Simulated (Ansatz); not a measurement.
## Ta$_{2}$N (P-31m)

The calculation used DFT PBEsol, scalar-relativistic, plane waves, PAW in Ansatz 0.2.0.

Cutoff 420 eV; k points 12×12×8 on the computed 9-atom cell (Γ-centred); Gaussian smearing, width 0.10 eV; no spin polarisation.

The structure is relaxed at this level of theory with its symmetry kept. Whether it is the stable form of this composition wasn't checked.

```cif
data_structure
_symmetry_space_group_name_H-M 'P-31m'
_symmetry_Int_Tables_number 162
_cell_length_a 5.2641
_cell_length_b 5.2641
_cell_length_c 4.9126
_cell_angle_alpha 90.000
_cell_angle_beta 90.000
_cell_angle_gamma 120.000
_cell_volume 117.89
loop_
_atom_site_label
_atom_site_type_symbol
_atom_site_symmetry_multiplicity
_atom_site_Wyckoff_symbol
_atom_site_fract_x
_atom_site_fract_y
_atom_site_fract_z
_atom_site_occupancy
Ta1 Ta 6 k 0.66680 0.66680 0.75279 1
N1 N 2 d 0.66667 0.33333 0.50000 1
N2 N 1 a 0.00000 0.00000 0.00000 1
```

* Space group: P-31m (No. 162)
* Volume per atom: 13.10 Å³
* Formation energy from the elements' standard states (uncorrected): -1.058 eV/atom
* Kohn–Sham band gap: none (metal)
* Density of states at the Fermi level: 2.92 states/eV per cell
* Löwdin character within 0.5 eV of the Fermi level: Ta 5d 87 %
* Bulk modulus: 303 GPa
* Its pressure derivative: 4.2
* Bader charges (e): Ta (6 in the cell) 0.89, N (2 in the cell) -1.78, N (1 in the cell) -1.80

Spin-orbit coupling is left out, which matters for the bands of heavy elements.